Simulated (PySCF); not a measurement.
Compound: protonated hydrogen cyanide Ion, CH2N (charge +1).
SMILES with atom numbers: `[CH:1]#[NH+:2]` (hydrogens: H3 on C1; H4 on N2)

The closed-shell ground state was solved at several levels (PySCF, density fitting, gas phase, non-relativistic). Geometry: PBE0-D3(BJ)/def2-SVP; no solvent, vibrations or thermal averaging.

```tsv
level	basis functions	HOMO (eV)	LUMO (eV)	gap (eV)
BHandHLYP/pcJ-1	74	-20.93	-6.81	14.12
B97-2/pcJ-1	74	-19.34	-8.24	11.10
B3LYP/cc-pVTZ	88	-19.27	-8.45	10.82
KT2/pcJ-1	74	-18.09	-9.29	8.80
B3LYP/6-31G*	32	-19.21	-8.27	10.94
wB97X-D/def2-SVPD	56	-21.58	-6.21	15.37
B3LYP/pcJ-1	74	-19.35	-8.46	10.89
B3LYP/def2-TZVP	74	-19.27	-8.46	10.81
B3LYP/6-31G-J	32	-19.43	-8.39	11.04
B3LYP/aug-cc-pVTZ-J	132	-19.28	-8.51	10.77
CAM-B3LYP/pcJ-1	74	-21.12	-6.87	14.25
PBE0/pcSseg-1	44	-19.64	-8.14	11.50
HF/pcJ-1	74	-22.97	-3.57	19.40
```

Problem. What might wB97X-D/pcSseg-2 (100 basis functions) give for the same quantities?

Solution. HOMO -21.52 eV, LUMO -6.20 eV, gap 15.32 eV.

Problem. Over all these levels, which gives the widest orbital gap and which the narrowest?

Solution. HF/pcJ-1 (Hartree–Fock, all exact exchange) has the widest, 19.40 eV, and KT2/pcJ-1 (GGA) the narrowest, 8.80 eV. The two share the basis. From the narrowest to the widest the HOMO moves by -4.88 eV and the LUMO by +5.72 eV.

Problem. How much does the basis alone move the frontier levels among the 6 B3LYP rows?

Solution. The HOMO by 0.22 eV and the LUMO by 0.24 eV. By rising basis size (HOMO, LUMO in eV): 6-31G* -19.21, -8.27; 6-31G-J -19.43, -8.39; pcJ-1 -19.35, -8.46; def2-TZVP -19.27, -8.46; cc-pVTZ -19.27, -8.45; aug-cc-pVTZ-J -19.28, -8.51.

Problem. In the pcJ-1 basis, how does the gap go with the fixed share of exact exchange?

Solution. KT2 (0 %) 8.80 eV; B3LYP (20 %) 10.89 eV; B97-2 (21 %) 11.10 eV; BHandHLYP (50 %) 14.12 eV; HF (100 %) 19.40 eV. Each rise in the share widens the gap here.
